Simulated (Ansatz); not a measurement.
# Which is lower?

The two ends of one reaction step of SiH5SO, doublet (PBE0-D4/def2-TZVP).

A:

H1  (-0.213, -2.226, 1.005)
O2  (0.669, -0.468, -0.510)
Si3  (-0.180, 0.894, -0.879)
S4  (-0.157, -1.051, 1.647)
H5  (0.059, 2.012, 0.078)
H6  (-1.653, 0.670, -0.944)
H7  (0.306, 1.302, -2.228)
H8  (1.168, -1.133, 1.832)
(Å)

B:

```csv
atom,x (Å),y (Å),z (Å)
H1,0.1557,-0.8529,0.3016
O2,0.4106,-0.5496,-0.5797
Si3,-0.2365,0.8642,-1.1077
S4,-0.1818,-1.5501,2.5849
H5,0.1096,2.0034,-0.2106
H6,-1.7224,0.8008,-1.1994
H7,0.3306,1.1092,-2.4547
H8,1.1341,-1.8249,2.6655
```

Ansatz 0.2.0; basis: def2-TZVPP; cores frozen in the correlated methods; orbitals are unrestricted. B3LYP uses VWN-RPA correlation.

Question: Which structure is lower at CCSD(T), and by how much? (An estimate is asked for; the value comes from the calculation.)

Answer: The calculation gives: B, by 1.270 eV (electronic energy, against the other). By their contacts, A is a complex of SiH₃O ([O][SiH3]) + H₂S and B is a complex of SiH₄O ([OH][SiH3]) + HS.

All methods give the same order:

```csv
method,E(B) − E(A) (eV)
SPW92,-0.604
PBE-D4,-0.723
BLYP-D4,-0.738
r2SCAN-D4,-0.845
B97M-V,-0.862
PBE0-D4,-0.976
B3LYP-D4,-0.947
r2SCAN0-D4,-1.034
BHLYP-D4,-1.160
CAM-B3LYP-D4,-1.101
wB97X-V,-1.079
wB97M-V,-1.082
B2PLYP,-1.168
PBE-QIDH,-1.264
RPA on PBE,-1.111
HF,-1.435
MP2,-1.609
CCSD,-1.339
CCSD(T),-1.270
```

No T1 diagnostic of these runs exceeds 0.031. ⟨S²⟩ of the unrestricted Hartree–Fock references: 0.76 to 0.77 (a pure state has 0.75).

Labels in which every atom is bracketed show which atoms are joined, not bond orders.

For scale, one of the runs: CCSD(T)/def2-TZVPP, 185 basis functions (an equivalent command: `ansatz run in.yaml --threads 4`). The run took 100 s on 4 CPU threads (shared host), with 4.4 GiB of host memory at its peak.
